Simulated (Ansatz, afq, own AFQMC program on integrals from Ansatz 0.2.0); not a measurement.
Integrals from Ansatz 0.2.0, then the random walk in our own AFQMC program (afq).

```yaml
crystal:
  periodic: [false, false, false]
  atoms:
    - {symbol: Si, position_ang: [0.000000, 0.000000, 0.000000]}
    - {symbol: B, position_ang: [0.000000, 0.000000, 3.124000]}
basis:
  gaussian: {orbitals: 6-31G}
magnetization: {spin_polarized: false, initial_magnetization: 1}
correlation: {method: ccsd_t, electrons: outside_noble_gas, hamiltonian_folder: ham}
```

```sh
$ ansatz run in.yaml --threads 1 --pin off --events-out ev --progress --plain --max-ram 24576MiB --backend cuda --devices 0, --max-vram 18GiB
```

Options of the walk:

```
--method phaseless --trial hf --walkers 4000 --populations 20 --least-time 40 --time-step 0.005 --steps-per-block 20 --equilibration-blocks 160 --max-blocks 4000 --target-error 0.0016 --factor-cut 1e-05 --start spin_pure --seed 7984 --taylor-order 6
```

Times are imaginary, in 1/Eh. The walk had a cap of 49 s. With eight or more populations the least sampling time is a fifth of least-time, and the error comes from their spread.

Log:

```
orbitals 16  electrons 4 3  factors 84 of 266
reference energy -313.31613832 Eh
CCSD correlation -0.11390954 Eh in 21 cycles, weight of the determinant in the CISD state 0.7976
energy of the start -313.316138 Eh
 block  time / (1/Eh)  mean weight  energy / Eh
     1     0.100  1.0001  -313.324210
     2     0.200  1.0002  -313.331662
     3     0.300  1.0002  -313.338531
     4     0.400  1.0002  -313.344826
     5     0.500  1.0004  -313.350269
     9     0.900  1.0002  -313.368734
    25     2.500  1.0001  -313.404157
    49     4.900  1.0002  -313.419726
    73     7.300  0.9998  -313.423165
    97     9.700  1.0000  -313.419244
   121    12.100  1.0001  -313.426336
   127    12.700  1.0000  -313.429866
   145    14.500  0.9999  -313.421601
   169    16.900  1.0002  -313.420434
   193    19.300  1.0002  -313.423871
   217    21.700  1.0001  -313.421200
   235    23.500  0.9998  -313.415938
error from the spread of 20 populations
energy -313.421621 +/- 0.001096 Eh
(rows thinned)
```

The run passed its tests (sampling time, drift between the halves within three errors, error under three times the target), which doesn't prove that it has relaxed.

Against this walk (error 29.8 meV) on the same determinant: CCSD(T) 305.5 meV lower, CCSDT(Q) 343.7 meV lower, CCSDTQ 347.2 meV lower, full CI (a separate run on its own orbitals, whose frozen core shifts it by up to a few meV) 347.6 meV lower, a separate phaseless walk with a CISD trial and standard settings 293.0 ± 30.1 meV lower. The error is statistical and leaves out the bias of the constraint. Full CI is exact here, so the walk's 348 meV above it is the walk's own error: the bias of the constraint with this trial. It lies above even CCSD, by 229 meV.

Cautions: constraint bias not in the error; a spin-contaminated unrestricted determinant lies lower (UHF 1.14 eV lower, ⟨S²⟩ 1.77); strong correlation (T1 0.043, weight of the determinant 0.80, largest double 0.31); CCSDTQ on the UHF determinant differs (199 meV higher), so the two series follow different states; full CI with its own frozen core; a state of higher spin lies lower (by 303 meV).

The walk took 31 s on 1 × NVIDIA H100 80GB HBM3 with 2 threads of AMD EPYC 7R13 Processor (Zen 3) (shared host) (the card was shared). The log's last line is the phaseless energy.

CCSDT and higher add their correlation energy to the determinant of the CCSD(T) run, since their own runs factorise the integrals more tightly (a shift of under 2 meV). A walk keeps the symmetry of its determinant, which the program's search chose and which needn't be the lowest solution, so a lower state of the same spin and another symmetry isn't excluded.
